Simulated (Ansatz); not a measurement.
hcp Cd

Method: LDA (Ansatz, a quantum-chemistry and plane-wave program, plane waves, PAW).

Settings: plane-wave cutoff 500 eV, 20×10×1 k mesh (along the axes of the cell as run), Fermi–Dirac smearing 0.1 eV, scalar-relativistic PAW data made under PBE.

Cell: relaxed at this level.

| Property | Result |
|---|---|
| surface energy of the (10-10) face | 1.02 J/m² |
| work function of the (10-10) face | 4.64 eV |

The slab of 10 atoms is relaxed and unreconstructed.

Static lattice: no zero-point or thermal effects.

The result took very roughly 13 core-minutes.
